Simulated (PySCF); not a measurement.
Peak assignment

Bonds (- single, = double, # triple, : aromatic): C1=C2, C2-C3, C3-C4, C4-C5, C5-C6, C6-C1. C1 carries H7; C2 carries H8; C3 carries H9, H10; C4 carries H11, H12; C5 carries H13, H14; C6 carries H15, H16.

- J couplings at B3LYP/pcJ-1 (without the spin–dipole term)
- σ from GIAO-PBE0/pcSseg-1
- GFN2-xTB structure
- run in PySCF
- relativity neglected, equivalent nuclei averaged, isolated molecule, single conformer

δ = σ(ref) − σ, references computed at the same level: TMS for ¹³C (σref 186.93), ¹H (σref 31.72).

Q: Assign these signals to the numbered atoms. ¹³C{¹H} NMR (computed): δ 135.0 (CH), 29.7 (CH2), 26.4 (CH2).

A: 
| δ (ppm) | atoms | environment | reason |
| --- | --- | --- | --- |
| 135.0 | C1/C2 | alkene CH | an sp2 carbon of a C=C bond |
| 29.7 | C3/C6 | allylic sp3 CH2 | a saturated carbon with 2 carbon neighbours and no heteroatom attached |
| 26.4 | C4/C5 | sp3 CH2 in a ring | a saturated carbon with 2 carbon neighbours and no heteroatom attached |

Q: Assign these signals to the numbered atoms. ¹H NMR (300 MHz, computed): δ 6.02 (m, 2H), 2.14 (m, 4H), 1.62 (m, 4H).

A: 
6.02 → H7/H8, hydrogen on an alkene CH: olefinic region
2.14 → H9/H10/H15/H16, hydrogen on an allylic sp3 CH2: allylic position
1.62 → H11/H12/H13/H14, hydrogen on an sp3 CH2 in a ring

Multiplet labels drop couplings under 1 Hz and merge nearly equal ones. Couplings among chemically equivalent protons are left out too, so labels in AA′BB′ or AA′XX′ sets are apparent multiplicities. Unscaled 3J(H,H) at this level run about 10 % above measured values. Shifts are as computed. Against solution values, carbons near 30 ppm lie about +3 ppm off and those near 130 ppm about +5 ppm. Of 1211 compounds with measured shifts, 218 miss one by over three times the rms of a fit or turn the order of signals round; such compounds aren't used in these exercises.
